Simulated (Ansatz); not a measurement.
Ansatz (a quantum-chemistry and plane-wave program) input:

Ansatz 0.2 input:
```yaml
crystal:
  periodic: [false, false, false]
  atoms:
    - {symbol: P, position_ang: [0.00000000, 0.00000000, 0.00000000]}
    - {symbol: H, position_ang: [0.01153407, 1.31627200, -0.47059855]}
    - {symbol: H, position_ang: [1.13540986, -0.67067869, -0.46389931]}
    - {symbol: H, position_ang: [-1.14728752, -0.65050087, -0.46340908]}
    - {symbol: H, position_ang: [0.00034359, 0.00490756, 1.39790694]}
basis:
  gaussian:
    orbitals: def2-TZVP
hamiltonian:
  xc: b3lyp
  dispersion: d3bj
total_charge: 1
phonons: {temperatures: {t_min: 298.15, t_max: 298.15, t_step: 100}}
```

**Question.** Which total energy does the run end on?

**Answer.** -343.48771 Eh (B3LYP-D3(BJ)/def2-TZVP). The basis has 61 functions.
